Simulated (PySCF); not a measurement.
thiophene (C4H4S), SMILES s1cccc1. Geometry: PBE0-D3(BJ)/def2-SVP.

All values below come from PBE0-D3(BJ)/def2-SVP (PySCF).

Harmonic wavenumbers (cm⁻¹): 467, 586, 625, 699, 730, 774, 866, 887, 895, 938, 1066, 1088, 1091, 1267, 1407, 1492, 1586, 3235, 3248, 3277, 3280. Rotational constants (GHz): 8.039, 5.399, 3.230; symmetry number 2.

Problem. Work out the zero-point energy and the ideal-gas rigid-rotor harmonic-oscillator thermochemistry at 298.15 K and 1 atm.

Solution. ZPE = ½ Σ hcν = ½ × 29504 cm⁻¹ = 176.47 kJ/mol. H − E(el) = 189.52 kJ/mol. Entropy in J/(mol K): translation 164.03, rotation 99.85, vibration 13.72, total 277.59. G − E(el) = 106.76 kJ/mol. Cp = 70.81 J/(mol K).
